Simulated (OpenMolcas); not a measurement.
**SiH3Cl (chlorosilane): levels of theory compared**

Wanted: a comparison of 6 runs (HF/STO-3G, B2PLYP/STO-3G, M06-2X/STO-3G, UB3LYP/STO-3G, ACPF/STO-3G, CISD/STO-3G) of SiH3Cl (chlorosilane). 

Program for the calculation: OpenMolcas 26.06.

2 further runs of the same task are left out: 1 that didn't finish, 1 set aside as unsound or not needed.

**1. The molecule**

SiH3Cl: 5 atoms, total charge 0, spin state singlet. SMILES: `[SiH3]Cl`. The Si1–H4 distance was set to 2.221 Å, away from the relaxed value. At this shape a bond of the SMILES string is far longer than usual.

Bond lengths: Si1–Cl2 2.054 Å, Si1–H3 1.481 Å, Si1–H5 1.481 Å. Angles: Cl2–Si1–H3 108.5°, Cl2–Si1–H5 108.5°, H3–Si1–H5 110.4°. A long bond or contact: Si1–H4 2.221 Å.

**2. The energy at HF/STO-3G (run 1)**

File mol.inp:

```
* ClH3Si Hartree-Fock

&gateway
 baslib
 $CurrDir
 coord
 5
 angstrom
 Si       0.099359       0.320763       0.611127
 Cl       2.049659      -0.211337       0.971927
 H       -0.739541      -0.186137       1.721127
 H       -0.534700      -0.585700      -1.314900
 H        0.020559       1.797563       0.537327
 basis
 STO-3G
 group
 NoSym

&seward

&scf
 thresholds
 1e-10 1e-07 1e-07 1e-05
 prorbitals
 1 1
```

The basis set STO-3G is read from a file made from the Basis Set Exchange's data (not shown).

Command:

```
$ export MOLCAS_MEM=1860
$ pymolcas mol.inp > mol.log
```

Log:

```text
--- Start Module: gateway ---
[...]
--- Stop Module: gateway /rc=_RC_ALL_IS_WELL_ ---
--- Start Module: seward ---
[...]
      Basis functions           21
--- Stop Module: seward /rc=_RC_ALL_IS_WELL_ ---
--- Start Module: scf ---
[...]
       Convergence after  10 Iterations
[...]
::    Total SCF energy                               -741.8212424743
[...]
      Total spin, S                                     0.0000000000
[...]
      Total electronic charge=   34.000000
      Total            charge=   -0.000000
[...]
      Dipole Moment (debye):
      Origin of the operator (angstrom)=    1.1095    0.0397    0.7888
                   X= -2.4956E+00               Y=  9.1572E-01               Z= -6.8516E-02           Total=  2.6592E+00
      Quadrupole Moment (debye*angstrom):
[...]
--- Stop Module: scf /rc=_RC_ALL_IS_WELL_ ---
[...]
```

Run time: 1.8 s. Hardware: 1 thread of Intel Xeon Platinum 8488C (Sapphire Rapids), shared host; peak memory 0.37 GiB.

**3. The energy at B2PLYP/STO-3G (run 2)**

File mol.input:

```
&GATEWAY
 BasLib=$CurrDir
 Coord
 5
 angstrom
 Si       0.099359       0.320763       0.611127
 Cl       2.049659      -0.211337       0.971927
 H       -0.739541      -0.186137       1.721127
 H       -0.534700      -0.585700      -1.314900
 H        0.020559       1.797563       0.537327
 Basis=STO-3G
 Group=NoSym

&SEWARD
 GridInput
 Grid=UltraFine
 End of Grid

&SCF
 KSDFT=B2PLYP_SCF
 Thresholds=1e-10 1e-07 1e-07 1e-05
 PrOrbitals=1 1

&MBPT2
 Frozen=10
```

The basis set STO-3G is read from a file made from the Basis Set Exchange's data (not shown).

Command:

```
$ export MOLCAS_MEM=1860
$ pymolcas mol.input > mol.log
```

Log:

```text
--- Start Module: gateway ---
[...]
--- Stop Module: gateway /rc=_RC_ALL_IS_WELL_ ---
[...]
      Basis functions           21
[...]
--- Start Module: scf ---
[...]
       Convergence after  10 Iterations
[...]
::    Total KS-DFT energy                            -742.6982575037
[...]
      Total spin, S                                     0.0000000000
[...]
      Total electronic charge=   34.000000
      Total            charge=   -0.000000
[...]
      Dipole Moment (debye):
      Origin of the operator (angstrom)=    1.1095    0.0397    0.7888
                   X= -2.3034E+00               Y=  8.6370E-01               Z= -3.2183E-02           Total=  2.4602E+00
      Quadrupole Moment (debye*angstrom):
[...]
--- Stop Module: scf /rc=_RC_ALL_IS_WELL_ ---
[...]
--- Start Module: mbpt2 ---
[...]
 ###    WARNING: MP2 implementation intended for RHF references only         ###
 ###############################################################################
MBPT2 WARNING: Reference function according to RunFile:KS-DFT
I'll assume you know what you're doing and continue
WARNING!
Default frozen orbitals as non valence orbitals is overwritten by user input.
Default values:   7
[...]
       Reference weight ( Cref**2 )         =        0.91435
::    Total MBPT2 energy                             -742.7906814774
[...]
      Total MBPT2 calculations                           0.03      0.04
--- Stop Module: mbpt2 /rc=_RC_ALL_IS_WELL_ ---
[...]
```

It took 3.9 s on 1 thread of Intel Xeon Platinum 8488C (Sapphire Rapids), shared host; peak memory 0.37 GiB.

Runs 3 to 4 aren't shown in full; the table further down has their settings and results.

**4. The energy at ACPF/STO-3G (run 5)**

File mol.input:

```
>>> EXPORT MOLCAS_PRINT=2

&GATEWAY
  BasLib = $CurrDir
  Coord
  5
  angstrom
  Si       0.099359       0.320763       0.611127
  Cl       2.049659      -0.211337       0.971927
  H       -0.739541      -0.186137       1.721127
  H       -0.534700      -0.585700      -1.314900
  H        0.020559       1.797563       0.537327
  Basis = STO-3G
  Group = NoSym

&SEWARD

&SCF
  Thresholds = 1e-10 1e-07 1e-07 1e-05
  PrOrbitals = 1 1

&MOTRA
  Frozen = 10

&GUGA
  Electrons = 14
  Spin = 1
  Inactive = 7
  Active = 0
  CIAll = 1

&CPF
  ACPF
```

The basis set STO-3G is read from a file made from the Basis Set Exchange's data (not shown).

Command:

```
$ export MOLCAS_MEM=1860
$ pymolcas mol.input > mol.log
```

Log:

```text
--- Start Module: gateway ---
[...]
--- Stop Module: gateway /rc=_RC_ALL_IS_WELL_ ---
[...]
      Basis functions           21
[...]
       Convergence after  10 Iterations
[...]
::    Total SCF energy                               -741.8212424743
[...]
      Total spin, S                                     0.0000000000
[...]
      *** WARNING: Default frozen orbitals is overwritten by user input.
      *** Default values:   7
[...]
--- Start Module: guga ---
[...]
--- Stop Module: guga /rc=_RC_ALL_IS_WELL_ ---
--- Start Module: cpf ---
[...]
      Active orbitals                            0       0
[...]
      Spin quantum number                      0.0
[...]
     FINAL ACPF ENERGY        -741.93621482
     FINAL CORRELATION ENERGY   -0.11497234  REFERENCE ENERGY    -741.82124247
[...]
      Title:  ACPF natural orbitals
[...]
      Total electronic charge=   34.000000
      Total            charge=    0.000000
[...]
      Dipole Moment (debye):
      Origin of the operator (angstrom)=    1.1095    0.0397    0.7888
                   X= -2.4181E+00               Y=  6.5833E-01               Z= -4.4997E-01           Total=  2.5462E+00
      Quadrupole Moment (debye*angstrom):
[...]
--- Stop Module: cpf /rc=_RC_ALL_IS_WELL_ ---
[...]
```

Run time: 1.9 s. Hardware: 1 thread of Intel Xeon Platinum 8488C (Sapphire Rapids), shared host; peak memory 0.37 GiB.

**5. A single-point energy at CISD/STO-3G (run 6)**

File mol.inp:

```
* ClH3Si CISD

&GATEWAY
  BasLib
  $CurrDir
  Coord
  5
  angstrom
  Si       0.099359       0.320763       0.611127
  Cl       2.049659      -0.211337       0.971927
  H       -0.739541      -0.186137       1.721127
  H       -0.534700      -0.585700      -1.314900
  H        0.020559       1.797563       0.537327
  Basis
  STO-3G
  Group
  NoSym

&SEWARD

&SCF
  Thresholds
  1e-10 1e-07 1e-07 1e-05
  PrOrbitals
  1 1

&MOTRA
  Frozen
  10

&GUGA
  Electrons
  14
  Spin
  1
  Inactive
  7
  Active
  0
  CIAll
  1

&CPF
  SDCI
```

The basis set STO-3G is read from a file made from the Basis Set Exchange's data (not shown).

Command:

```
$ export MOLCAS_MEM=1860
$ pymolcas mol.inp > mol.log
```

Log:

```text
--- Start Module: gateway ---
[...]
--- Stop Module: gateway /rc=_RC_ALL_IS_WELL_ ---
[...]
      Basis functions           21
[...]
       Convergence after  10 Iterations
[...]
::    Total SCF energy                               -741.8212424743
[...]
      Total spin, S                                     0.0000000000
[...]
      *** WARNING: Default frozen orbitals is overwritten by user input.
      *** Default values:   7
[...]
--- Start Module: guga ---
[...]
--- Stop Module: guga /rc=_RC_ALL_IS_WELL_ ---
--- Start Module: cpf ---
[...]
      Active orbitals                            0       0
[...]
      Spin quantum number                      0.0
[...]
     FINAL CI ENERGY          -741.92359896
     FINAL CORRELATION ENERGY   -0.10235649  REFERENCE ENERGY    -741.82124247
[...]
     REL. CI ENERGY           -741.92359896
[...]
      Total electronic charge=   34.000000
      Total            charge=    0.000000
[...]
      Dipole Moment (debye):
      Origin of the operator (angstrom)=    1.1095    0.0397    0.7888
                   X= -2.4190E+00               Y=  7.3882E-01               Z= -3.1571E-01           Total=  2.5490E+00
      Quadrupole Moment (debye*angstrom):
[...]
--- Stop Module: cpf /rc=_RC_ALL_IS_WELL_ ---
[...]
```

It took 1.8 s on 1 thread of Intel Xeon Platinum 8488C (Sapphire Rapids), shared host; peak memory 0.37 GiB.

**6. All runs side by side**

```tsv
run	level	frozen core orbitals	integration grid	energy (Eh)	dipole moment (D) of the reference	HOMO energy (eV)	LUMO energy (eV)	wall time
1	HF/STO-3G	–	–	-741.821242	2.66	-8.22	5.21	1.8 s
2	B2PLYP/STO-3G	10	UltraFine	-742.723212	2.46	-6.69	2.66	3.9 s
3	M06-2X/STO-3G	–	UltraFine	-743.060317	2.43	-6.81	2.20	6 s
4	UB3LYP/STO-3G	–	UltraFine	-743.047215	2.27	-5.55	0.97	7.2 s
5	ACPF/STO-3G	10	–	-741.936215	2.66	-8.22	5.21	1.9 s
6	CISD/STO-3G	10	–	-741.923599	2.66	-8.22	5.21	1.8 s
```

**7. Results**

| quantity | value |
| --- | --- |
| run 6: total energy | -741.92360 Eh |
| run 6: dipole moment (mean-field density) | 2.66 D |
| run 6: HOMO energy (Hartree–Fock orbitals) | -8.22 eV |
| run 6: LUMO energy (Hartree–Fock orbitals) | 5.21 eV |
| run 6: HOMO–LUMO gap (Hartree–Fock orbitals) | 13.42 eV |
| run 6: correlation energy (10 core orbitals frozen) | -102.4 mEh |

What this shows: Below the HF energy at the same shape and in the same basis (STO-3G): ACPF -115.0 mEh; CISD -102.4 mEh. Over runs 1, 2, 3, 4 the dipole moment (its size) runs from 2.27 D (UB3LYP/STO-3G) to 2.66 D (HF/STO-3G). Over runs 1, 2, 3, 4 the HOMO–LUMO gap runs from 6.52 eV (UB3LYP/STO-3G) to 13.42 eV (HF/STO-3G). For B2PLYP the log adds the whole second-order term; the table takes 0.27 of it, as the functional is defined. Totals of different functionals can't be ranked against each other. In runs 1, 2, 3, 4, 5, 6 the basis is minimal, so the values are rough. All runs together took 23 s, the longest 7.2 s.
